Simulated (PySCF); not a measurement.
# C₄H₆O− (doublet): a look at the electrons

Aim: take C₄H₆O− (doublet) and analyse its density (charges, bond critical points, surface potential), measure its response to a uniform field and see where an electron leaves and enters.

Method: levels as typed in each script, gas phase, geometry from GFN2-xTB; program: PySCF 2.14.0.

## (1) Where the work starts

SMILES `[O-][CH]C1CC1`, 11 atoms, charge -1, spin multiplicity 2.

Bond lengths: O1–C2 1.300 Å, C2–C3 1.447 Å, C2–H6 1.110 Å, C3–C4 1.539 Å, C3–C5 1.539 Å, C3–H7 1.087 Å, C4–C5 1.509 Å, C4–H8 1.082 Å, C4–H9 1.085 Å, C5–H10 1.082 Å, C5–H11 1.085 Å. Angles: O1–C2–C3 124.0°, O1–C2–H6 120.0°, C3–C2–H6 116.0°, C2–C3–C4 123.5°, C2–C3–C5 123.4°, C2–C3–H7 112.8°, C4–C3–C5 58.7°, C4–C3–H7 114.1°, C5–C3–H7 114.1°, C3–C4–C5 60.7°, C3–C4–H8 118.1°, C3–C4–H9 119.9°, C5–C4–H8 117.2°, C5–C4–H9 117.7°, H8–C4–H9 113.5°, C3–C5–C4 60.6°, C3–C5–H10 118.1°, C3–C5–H11 119.9° and more.

As a file:

```xyz
11

O    -2.2442    0.0003    0.1686
C    -1.0614   -0.0003   -0.3717
C     0.1730   -0.0003    0.3840
C     1.4394   -0.7543   -0.0596
C     1.4392    0.7546   -0.0598
H    -0.9563   -0.0011   -1.4768
H     0.0091   -0.0002    1.4588
H     1.4266   -1.2488   -1.0223
H     2.0536   -1.2589    0.6783
H     1.4263    1.2488   -1.0227
H     2.0532    1.2596    0.6779
```

## (2) Density, bond paths and surface potential (LDA (SVWN)/def2-svpd)

input.py

```python
import numpy as np
from pyscf import gto, scf, dft
from pyscf.scf import atom_ks, atom_hf
from scipy.linalg import block_diag

def solve(mol, dm0=None, hcore=None):
    mf = (dft.UKS if mol.spin else dft.RKS)(mol, xc='svwn')
    mf.grids.level = 3
    mf = mf.density_fit(auxbasis='def2-universal-jkfit')
    mf.conv_tol, mf.max_cycle = 1e-8, 80
    if hcore is not None:
        mf.get_hcore = lambda *args: hcore
    mf.kernel(dm0)
    if not mf.converged:
        mf = mf.newton().run(mf.mo_coeff, mf.mo_occ, max_cycle=30)
    assert mf.converged, 'SCF not converged'
    return mf

mol = gto.M(atom='''
O     -2.24423     0.00027     0.16865
C     -1.06142    -0.00027    -0.37166
C      0.17303    -0.00027     0.38396
C      1.43942    -0.75430    -0.05957
C      1.43921     0.75460    -0.05981
H     -0.95626    -0.00115    -1.47678
H      0.00905    -0.00022     1.45880
H      1.42661    -1.24880    -1.02227
H      2.05356    -1.25892     0.67829
H      1.42627     1.24879    -1.02266
H      2.05322     1.25963     0.67789
''', basis='def2-svpd', charge=-1, spin=1, verbose=4)
mf = solve(mol)
mf.analyze()
# spherically averaged free atoms, for the promolecule
atm = atom_ks.get_atm_nrks(mol, xc='svwn')
pro = block_diag(*[(atm[a[0]][2] * atm[a[0]][3]) @ atm[a[0]][2].T for a in mol._atom])
np.savez('result.npz', e=mf.e_tot, c=mf.mo_coeff, occ=mf.mo_occ, eps=mf.mo_energy, pro=pro, dip=mf.dip_moment(verbose=0), s2=mf.spin_square()[0])
```

Launch:

```bash
> OMP_NUM_THREADS=1 python input.py
```

## (4) Response to an electric field (r2SCAN/def2-svp)

input.py

```python
import numpy as np
from pyscf import gto, scf, dft
from pyscf.scf import atom_ks, atom_hf
from scipy.linalg import block_diag

def solve(mol, dm0=None, hcore=None):
    mf = (dft.UKS if mol.spin else dft.RKS)(mol, xc='r2scan')
    mf.grids.level = 3
    mf = mf.density_fit(auxbasis='def2-universal-jkfit')
    mf.conv_tol, mf.max_cycle = 1e-8, 80
    if hcore is not None:
        mf.get_hcore = lambda *args: hcore
    mf.kernel(dm0)
    if not mf.converged:
        mf = mf.newton().run(mf.mo_coeff, mf.mo_occ, max_cycle=30)
    assert mf.converged, 'SCF not converged'
    return mf

mol = gto.M(atom='''
O     -2.24423     0.00027     0.16865
C     -1.06142    -0.00027    -0.37166
C      0.17303    -0.00027     0.38396
C      1.43942    -0.75430    -0.05957
C      1.43921     0.75460    -0.05981
H     -0.95626    -0.00115    -1.47678
H      0.00905    -0.00022     1.45880
H      1.42661    -1.24880    -1.02227
H      2.05356    -1.25892     0.67829
H      1.42627     1.24879    -1.02266
H      2.05322     1.25963     0.67789
''', basis='def2-svp', charge=-1, spin=1, verbose=4)
field = np.array([0.003, 0.0, 0.0])  # atomic units
mol.set_common_orig(mol.atom_charges() @ mol.atom_coords() / mol.atom_charges().sum())
mf = solve(mol)
out = dict(dm0=mf.make_rdm1(), d0=mf.dip_moment(unit='AU'), e0=mf.e_tot)
for name, sign in (('p', 1), ('m', -1)):
    h = mf.get_hcore() + sign * np.einsum('x,xij->ij', field, mol.intor('int1e_r'))
    mi = solve(mol, mf.make_rdm1(), h)
    out.update({'dm' + name: mi.make_rdm1(), 'd' + name: mi.dip_moment(unit='AU'), 'e' + name: mi.e_tot})
# spherically averaged free atoms, for the promolecule
atm = atom_ks.get_atm_nrks(mol, xc='r2scan')
pro = block_diag(*[(atm[a[0]][2] * atm[a[0]][3]) @ atm[a[0]][2].T for a in mol._atom])
np.savez('result.npz', pro=pro, **out)
```

## (6) Removing and adding an electron (B3LYP/def2-svpd)

input.py

```python
import numpy as np
from pyscf import gto, scf, dft
from pyscf.scf import atom_ks, atom_hf
from scipy.linalg import block_diag

def solve(mol, dm0=None, hcore=None):
    mf = (dft.UKS if mol.spin else dft.RKS)(mol, xc='b3lyp')
    mf.grids.level = 3
    mf = mf.density_fit(auxbasis='def2-universal-jkfit')
    mf.conv_tol, mf.max_cycle = 1e-8, 80
    if hcore is not None:
        mf.get_hcore = lambda *args: hcore
    mf.kernel(dm0)
    if not mf.converged:
        mf = mf.newton().run(mf.mo_coeff, mf.mo_occ, max_cycle=30)
    assert mf.converged, 'SCF not converged'
    return mf

mol = gto.M(atom='''
O     -2.24423     0.00027     0.16865
C     -1.06142    -0.00027    -0.37166
C      0.17303    -0.00027     0.38396
C      1.43942    -0.75430    -0.05957
C      1.43921     0.75460    -0.05981
H     -0.95626    -0.00115    -1.47678
H      0.00905    -0.00022     1.45880
H      1.42661    -1.24880    -1.02227
H      2.05356    -1.25892     0.67829
H      1.42627     1.24879    -1.02266
H      2.05322     1.25963     0.67789
''', basis='def2-svpd', charge=-1, spin=1, verbose=4)
mf = solve(mol)
out = dict(e0=mf.e_tot, dm0=mf.make_rdm1(), c=mf.mo_coeff, occ=mf.mo_occ, eps=mf.mo_energy)
for name, dq, spin in [('cation', 1, 0)]:
    ion = mol.copy().set(charge=mol.charge + dq, spin=spin).build()
    mi = solve(ion)
    if spin and dq > 0 and mol.nao < 130:
        c, _, stable, _ = mi.stability(return_status=True)
        if not stable:
            mi = solve(ion, mi.make_rdm1(c, mi.mo_occ))
    print(name, 'vertical energy change / eV', (mi.e_tot - mf.e_tot) * 27.211386)
    out.update({'e_' + name: mi.e_tot, 'dm_' + name: mi.make_rdm1(), 's2_' + name: mi.spin_square()[0], 'eps_' + name: mi.mo_energy, 'occ_' + name: mi.mo_occ})
# spherically averaged free atoms, for the promolecule
atm = atom_ks.get_atm_nrks(mol, xc='b3lyp')
pro = block_diag(*[(atm[a[0]][2] * atm[a[0]][3]) @ atm[a[0]][2].T for a in mol._atom])
np.savez('result.npz', pro=pro, **out)
```

(Steps that only read results are left out.)

What does the calculation give? Wanted: dipole moment; HOMO, LUMO; polarisability along the field; vertical ionisation energy.

**Answer**, as computed:

```
                                        quantity          value
            dipole moment (LDA (SVWN)/def2-svpd)         4.86 D
               HOMO, LUMO (LDA (SVWN)/def2-svpd)  3.30, 3.59 eV
polarisability along the field (r2SCAN/def2-svp)     73.8 bohr³
    vertical ionisation energy (B3LYP/def2-svpd)       -0.59 eV
```

**Reading.** At LDA (SVWN)/def2-svpd: The highest Hirshfeld charge is on H7 (+0.02 e), the lowest on O1 (−0.49 e). The ionisation energy from two SCF runs, -0.59 eV, lies 2.2 eV above −ε(HOMO) = -2.76 eV of the same level, B3LYP/def2-svpd, since self-interaction lifts this functional's HOMO. All values hold at the given geometry, in the gas phase.
